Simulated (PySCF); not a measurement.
# Excitation energies in several basis sets

C4H7F.
SMILES: `C=C(C)CF`

TDDFT with PBE0 (PySCF), vertical singlets, core orbitals frozen in the response, spherical d and f functions. Isolated species at its PBE0-D3(BJ)/def2-SVP geometry (one conformer only).

```csv
basis,functions,diffuse,S1 (eV),S2 (eV),S3 (eV),S4 (eV),S5 (eV),LUMO (eV),α (au)
6-31G*,84,no,7.72,8.24,8.63,8.88,9.05,0.77,42.5
def2-SVP,105,no,7.55,7.83,8.14,8.56,8.83,0.48,44.2
def2-SVPD,159,yes,6.82,7.26,7.53,7.83,8.11,0.23,51.9
def2-TZVP,197,no,7.25,7.28,7.95,8.04,8.41,0.27,50.2
```

Q: How much do these states and the polarisability depend on the basis?

A: States are compared by their number. Against the only diffuse basis here (def2-SVPD, itself not a converged limit), sets without diffuse functions differ by up to 0.90 eV in S1 and 0.94 eV in S5. Every set without diffuse functions puts S1 more than 0.3 eV higher, so even the lowest state needs them here. State by state, the largest deviation of a set without diffuse functions is S1 0.90, S2 0.98, S3 1.10, S4 1.05, S5 0.94 eV. The same number needn't mean the same state in each row. Against def2-SVPD the polarisability deviates by -18% in 6-31G*, -15% in def2-SVP, -3% in def2-TZVP.
